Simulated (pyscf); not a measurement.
H₃Ge–S–SbH₂ + H• → HS–GeH₃ + SbH₂•, a substitution at S (doublet surface; S–Sb broken, H–S formed). Optimised with ωB97X-D3(BJ)/def2-SVP in PySCF. Energies in kcal/mol from the separated reactants.

Small-basis levels: PySCF, no dispersion term, spherical d functions. AM1 to PM7: differences of heats of formation from MOPAC, which are fitted to 298 K values and so differ in kind from electronic energies by zero-point and thermal terms. Open shells are spin-unrestricted. 

```csv
level,barrier,reaction energy
HF/6-31G*+LANL2DZ,7.6,-39.3
MP2/6-31G*+LANL2DZ,6.2,-32.3
SVWN5/6-31G*+LANL2DZ,-10.5,-34.3
BP86/6-31G*+LANL2DZ,-5.1,-38.7
M06-2X/6-31G*+LANL2DZ,-0.4,-31.9
PBE/def2-SVP,-2.9,-30.9
PM3,-14.9,-34.2
ωB97M-D3(BJ)/def2-TZVP,1.3,-34.3
```

Against the last row the barrier runs from -16.2 (PM3) to +6.3 kcal/mol (HF/6-31G*+LANL2DZ). At SVWN5/6-31G*+LANL2DZ, BP86/6-31G*+LANL2DZ, M06-2X/6-31G*+LANL2DZ, PBE/def2-SVP, PM3 this geometry lies under one side, so the entry may be no barrier of that level: it is a single point on another level's saddle. ωB97M-D3(BJ)/def2-TZVP has limits of its own. This is the saddle that the search found; another between the same sides may lie lower. The angle at the attacked S is 166°. In the def2 sets elements up to Kr have no core potential. In the def2 sets elements past Kr carry core potentials, without spin-orbit coupling.
